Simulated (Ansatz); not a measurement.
```yaml
crystal:
  periodic: [false, false, false]
  atoms:
    - {symbol: Al, position_ang: [-2.340604, 0.679295, -1.404401]}
    - {symbol: O, position_ang: [0.406609, 0.929103, 0.201577]}
    - {symbol: P, position_ang: [3.214691, -0.119801, 0.853702]}
    - {symbol: H, position_ang: [-2.852990, -1.821920, -2.952944]}
    - {symbol: H, position_ang: [-4.196209, 3.001102, -1.224040]}
    - {symbol: H, position_ang: [3.106900, -0.006759, 3.547107]}
    - {symbol: H, position_ang: [2.777066, -2.789523, 0.892450]}
basis:
  gaussian: {orbitals: def2-mTZVP, point_charges: [{charge: 2.00, position_ang: [4.919, 0.963, -0.638]}]}
magnetization: {spin_polarized: true, initial_magnetization: 2}
hamiltonian: {xc: {name: PBEsol}, dispersion: d3bjatm}
accuracy: high
output: {forces: true}
```

```sh
$ ansatz run in.yaml --threads 2 --pin off --events-out ev --progress --plain --max-ram 4352MiB
```

Shortened log:

```
Functional definition: PBEsol
1462 factors; integrals over basis functions are off by at most 1.7e-7 eV
mean field evaluation 1: about -17837.6897 eV, gradient 8.1e1 eV
mean field evaluation 2: about -16855.5090 eV, gradient 1.7e2 eV
mean field evaluation 4: about -17881.3521 eV, gradient 7.9e1 eV
mean field evaluation 8: about -17900.0206 eV, gradient 4.5e1 eV
mean field evaluation 16: about -17940.3763 eV, gradient 1.5e0 eV
mean field evaluation 64: about -17940.6309 eV, gradient 5.3e-1 eV
mean field evaluation 96: about -17940.8569 eV, gradient 1.2e-1 eV
mean field evaluation 256: about -17940.2994 eV, gradient 7.8e-1 eV
mean field evaluation 288: about -17940.3241 eV, gradient 2.2e-2 eV
mean field -17940.94396069 eV, -659.3175297467 hartree, gradient 2.2e-8 eV, S^2 4.022182; 10 other end points of the search recorded, 0 dependent functions left out
reference -17940.94396716 eV, -659.3175299844 hartree; 21, 19 occupied and 59, 61 virtual orbitals, 1462 factors
Total energy: -17940.99786424 eV, -659.3195106656 hartree
Atom 0 at    -2.340604     0.679295    -1.404401 Å, force     0.181830    -0.038532     0.185095 eV/Å
Atom 1 at     0.406609     0.929103     0.201577 Å, force     0.689880    -0.367706     0.014191 eV/Å
Atom 2 at     3.214691    -0.119801     0.853702 Å, force     3.558930     2.512068    -3.506874 eV/Å
Atom 3 at    -2.852990    -1.821920    -2.952944 Å, force     0.036159     0.157271     0.103595 eV/Å
Atom 4 at    -4.196209     3.001102    -1.224040 Å, force     0.123988    -0.145555    -0.003977 eV/Å
Atom 5 at     3.106900    -0.006759     3.547107 Å, force    -0.072986    -0.184260    -1.064326 eV/Å
Atom 6 at     2.777066    -2.789523     0.892450 Å, force     0.115430     1.043417     0.123846 eV/Å
Dipole moment:    -5.307479    -0.110046    -1.046238 e Å
```

In this input the coordinates are in bohr but typed as ångström. Self-consistency was reached. The result belongs to that input, not to the molecule as meant.
